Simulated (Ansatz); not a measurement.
acetonitrile (SMILES CC#N) moved off its minimum; all values from Ansatz (a program for electronic structure), cores frozen in correlated methods.
(charge 0, multiplicity 1)
```xyz
6

C     -1.12937     0.13753    -0.02788
C      0.34087     0.06844    -0.05603
N      1.36552    -0.03852     0.16672
H     -1.68478    -0.79699    -0.77194
H     -1.59619    -0.20477     0.93692
H     -1.52136     0.90384    -0.42611
```

Task: Give the forces (eV/Å), the total energy and the dipole at MP2/aug-cc-pVTZ.

Result: 
```
atom       Fx      Fy      Fz
----  -------  ------  ------
C1      0.487  -9.545   0.676
C2    -18.783   1.542  -2.784
N3     17.819  -1.701   3.297
H4      2.209   2.614   1.950
H5      0.947   0.965  -0.710
H6     -2.680   6.126  -2.429
```
Energy -132.4179 hartree, dipole 3.79 D.
